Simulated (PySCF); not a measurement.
# MgF: from the state search to spectroscopic constants

Aim: find the lowest electronic state of MgF, scan its bond at several levels of theory, and get bond length, wavenumber and dissociation energy from each curve.

Computed with PySCF 2.14.0. Level: Mg x2c-SVPall, F x2c-SVPall, spin-free X2C with a Gaussian nucleus.

### Step 1. Set-up

Settings of the job:

```yaml
atoms: Mg, F
charge: 0
basis: Mg x2c-SVPall, F x2c-SVPall
Hamiltonian: spin-free X2C with a Gaussian nucleus
basis_functions: 32
electrons_treated: 21
masses_in_u: 23.9850, 18.9984
levels: PBE0, PBE, r²SCAN, r²SCANh, BLYP, BHandHLYP, HF, MP2, SCS-MP2, CCSD, CCSD(T)
grid: 80 radial by 434 angular points
occupations: held fixed by the projection of orbital angular momentum
dissociation_limit: Mg + F, each in its ground configuration
starting_distance_in_angstrom: 1.970
values_of_2S_to_try: 1, 3
```

After this run come: PBE0 along the bond; Excited determinants; PBE; r²SCAN (meta-GGA); r²SCANh (hybrid meta-GGA); BLYP; BHandHLYP (global hybrid GGA); UHF (mean field); MP2 and coupled cluster.

What does the calculation give? Wanted: for each run, Re; ωe; De; μ.

**Answer**, as computed:

Lowest PBE0 solution found, without spin–orbit coupling: ²Σ⁺ (doublet), unpaired electrons σ ↑. State 2 has its PBE0 minimum 6.82 eV higher. The other levels ran on the lowest alone.

```csv
level,Re (Å),ωe (cm⁻¹),De (eV),μ (D)
UHF,1.756,750,3.40,-3.23
UHF-MP2,1.779,722,4.71,n/a
UHF-SCS-MP2,1.778,723,4.44,n/a
UHF-CCSD,1.775,725,4.12,n/a
UHF-CCSD(T),1.778,720,4.17,n/a
PBE,1.784,698,4.76,-2.97
BLYP,1.785,698,4.65,-3.02
r²SCAN,1.771,718,4.78,-3.11
r²SCANh,1.767,724,4.67,-3.16
PBE0,1.768,722,4.47,-3.13
BHandHLYP,1.755,743,4.14,-3.28
```

De is counted to Mg + F in their ground configurations. A positive dipole means Mg(−)F(+).

Differences from CCSD(T) in the same basis:

```csv
level,Re (mÅ),ωe (%)
UHF,-22,+4.0
UHF-MP2,+1,+0.2
UHF-SCS-MP2,0,+0.4
UHF-CCSD,-3,+0.7
PBE,+7,-3.1
BLYP,+7,-3.1
r²SCAN,-6,-0.4
r²SCANh,-10,+0.4
PBE0,-9,+0.2
BHandHLYP,-22,+3.1
```

In words: Against CCSD(T) in the same basis, the bond length is nearest at UHF-SCS-MP2 (0 mÅ) and farthest at UHF and BHandHLYP (-22 mÅ); the wavenumber is nearest at UHF-MP2 and PBE0 (+0.2 %) and farthest at UHF (+4.0 %). Hartree–Fock falls on the short and stiff side, its usual fault. PBE gives a bond that is too long and too soft, as GGAs tend to. CCSD(T) in a basis this small is itself some way from its limit, more so than the functionals. Among the levels with a De in the table, it runs from 3.40 eV (UHF) to 4.78 eV (r²SCAN).

Correlated steps freeze 2 core orbitals.
